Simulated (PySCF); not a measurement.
## C$_{4}$H$_{6}$N$_{2}$: full NMR table

* Formula: C4H6N2
* SMILES: Cn1ccnc1
* InChI: InChI=1S/C4H6N2/c1-6-3-2-5-4-6/h2-4H,1H3
* Point group of the computed structure: Cs
* Degrees of unsaturation: 3
* Carbon signals: 4
* Proton signals: 4

Mapped SMILES: `[CH3:1][n:2]1[cH:3][cH:4][n:5][cH:6]1`. Each H is labelled by its parent atom.

All values are calculated (PySCF 2.14): PBE0/pcSseg-1 with gauge-including orbitals, J couplings at B3LYP/pcJ-1 (spin–dipole term only in couplings to heteroatoms), geometry from PBE0-D3(BJ)/def2-SVP. A single conformation, no relativistic terms, equivalent nuclei averaged, in vacuum.

Shifts are taken against calculated references (same method and geometry level): 1H (31.27 ppm), 13C (184.41 ppm) vs TMS; NH3 for 15N (265.67 ppm).

```tsv
carbon	δC, type	δH (multiplicity, J in Hz)	HMBC from (abs. J ≥ 3 Hz)	span of the C tensor (ppm)
C1	32.8, CH3	3.52 (s)	–	55
C3	122.6, CH	6.85 (t, 1.5)	H(C4), H(C1)	154
C4	137.1, CH	7.18 (d, 1.5)	H(C6), H(C3)	157
C6	140.4, CH	7.05 (d, 1.4)	H(C4), H(C3), H(C1)	124
```

Other nuclei:
```json
{"atoms": "N5", "nucleus": "15N", "environment": "pyridine-type nitrogen of an azole", "δ (ppm)": "304.5", "σ (ppm)": "-38.9"}
{"atoms": "N2", "nucleus": "15N", "environment": "pyrrole-type ring nitrogen", "δ (ppm)": "186.0", "σ (ppm)": "79.7"}
```

Selected couplings (Hz, signed; the shortest-range and largest first, 30 at most; isotopes 13C, 1H, 15N): 1J(C6,H(C6)) 215.9, 1J(C4,H(C4)) 198.3, 1J(C3,H(C3)) 195.3, 1J(C1,H(C1)) 143.9, 1J(C3,C4) 72.0, 1J(N2,C3) -16.7, 1J(C1,N2) -13.4, 1J(N2,C6) -11.8, 1J(C4,N5) 3.3, 2J(N5,H(C6)) -13.2, 2J(C3,C6) 12.1, 2J(N5,H(C4)) -11.7, 2J(N2,H(C6)) -9.6, 2J(N2,C4) -7.1, 2J(N2,H(C3)) -5.1, 2J(C1,C3) 3.0, 2J(C1,C6) 3.0, 2J(C4,C6) -2.7, 2J(C3,N5) 2.0, 2J(N2,N5) -1.7, 3J(C1,C4) 3.6, 3J(N2,H(C4)) -3.3, 3J(H(C3),H(C4)) 1.5, 4J(H(C3),H(C6)) 1.4.

Carbon types of the structure: 3 × CH, 1 × CH3, which accounts for all hydrogens. δC 140.4: aromatic CH between two ring heteroatoms. δC 137.1, 122.6: aromatic CH next to a ring nitrogen. δC 32.8: methyl carbon bonded to N; pulled downfield by the heteroatom. δH 7.18, 6.85: hydrogen on an aromatic CH next to a ring nitrogen; ring-current deshielding. δH 7.05: hydrogen on an aromatic CH between two ring heteroatoms; it sits in the deshielding region of the aromatic ring current.

Multiplet labels drop couplings under 1 Hz and merge nearly equal ones. Unscaled 3J(H,H) at this level run about 10 % above measured values. Shifts are as computed. Against solution values, carbons near 30 ppm lie about +2 ppm off and those near 130 ppm about +5 ppm. Of 1211 compounds with measured shifts, 218 miss one by over three times the rms of a fit or turn the order of signals round; such compounds aren't used in these exercises. Experimental scales use liquid or dissolved standards, which lie at an offset from isolated NH3 (liquid NH3: subtract about 20 ppm). Unscaled 15N shifts of sp2 nitrogen come out 20 to 40 ppm too high even then.
